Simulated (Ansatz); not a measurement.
```yaml
crystal:
  periodic: [false, false, false]
  atoms:
    - {symbol: O, position_ang: [0.000000, 0.000000, 0.000000]}
    - {symbol: Be, position_ang: [0.000000, 0.000000, 1.543800]}
basis:
  gaussian: {orbitals: def2-TZVP}
total_charge: 1
magnetization: {spin_polarized: true, initial_magnetization: 3}
hamiltonian: {xc: pbe0}
relax: {f_tol: 0.004, max_steps: 80}
```

```sh
$ ansatz run in.yaml --threads 1 --pin off --events-out ev --progress --plain --max-ram 2176MiB
```

Steps of the relaxation (energy above the last step; positions in Å, forces in eV/Å):

```
2
step 1, 389.3 meV
O     0.000    0.000    0.000    0.000    0.000   -3.343
Be    0.000    0.000    1.544    0.000    0.000    3.343
```

```
2
step 2, 177.7 meV
O     0.000    0.000   -0.041    0.000    0.000   -1.892
Be    0.000    0.000    1.585    0.000    0.000    1.892
```

```
2
step 3, 16.7 meV
O     0.000    0.000   -0.117    0.000    0.000   -0.425
Be    0.000    0.000    1.661    0.000    0.000    0.425
```

```
2
step 5, 0.0 meV
O     0.000    0.000   -0.159    0.000    0.000   -0.002
Be    0.000    0.000    1.703    0.000    0.000    0.002
```

Close pairs at the end: O1–Be2 1.863 Å.

A stationary point of unrestricted PBE0 after 5 steps, with ⟨S²⟩ = 3.755 against 3.75 for a pure state. 4.9 s on 1 thread of Arm Neoverse V1, shared host.
